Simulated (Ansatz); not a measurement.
Geometry optimisation, RKS LDA/def2-SVP in Ansatz 0.2.0.

input.yaml

```yaml
crystal:
  periodic: [false, false, false]
  atoms:
    - { symbol: "N", position_ang: [-0.52566, 0.78758, -0.67783] }
    - { symbol: C, position_ang: [-0.03299, 0.21618, 0.38392] }
    - { symbol: "N", position_ang: [0.55018, -0.94845, 0.39213] }
    - { symbol: H, position_ang: [-0.48364, 0.34675, -1.58978] }
    - { symbol: H, position_ang: [-0.96919, 1.69464, -0.62891] }
    - { symbol: H, position_ang: [-0.11399, 0.74798, 1.32836] }
    - { symbol: H, position_ang: [0.9164, -1.34759, 1.2456] }
    - { symbol: H, position_ang: [0.65888, -1.49708, -0.45349] }
total_charge: 1
basis:
  gaussian: { orbitals: def2-SVP }
hamiltonian:
  xc: lda
relax:
  f_tol: 0.015
  max_steps: 40
output:
  orbitals: {}
```

Run as:

```bash
$ ansatz run input.yaml --threads 1 --pin off --max-ram 2048MiB --backend cpu --events-out ev --progress --plain --runs-dir out
```

Q: Where does it end, and by what steps?

A: It converged. Limits of this set-up: the dipole of an ion depends on the origin. After 4 steps the energy has fallen by 0.040 eV; H8 moved furthest, 0.06 Å.

```csv
step,energy less start (eV),largest force component (eV/Å),accepted
0,0.0000,0.673,yes
1,-0.0348,0.179,yes
2,-0.0389,0.043,yes
3,-0.0395,0.031,yes
4,-0.0398,0.009,yes
```

```xyz
8
Properties=species:S:1:pos:R:3
N -0.531 0.794 -0.690
C -0.032 0.207 0.368
N 0.557 -0.961 0.392
H -0.507 0.377 -1.631
H -0.975 1.717 -0.604
H -0.114 0.750 1.331
H 0.917 -1.337 1.278
H 0.685 -1.546 -0.446
```

Whether the end is a true minimum wasn't checked by a vibrational analysis.

Time of the run: 6.4 s on 1 CPU thread of a shared host.
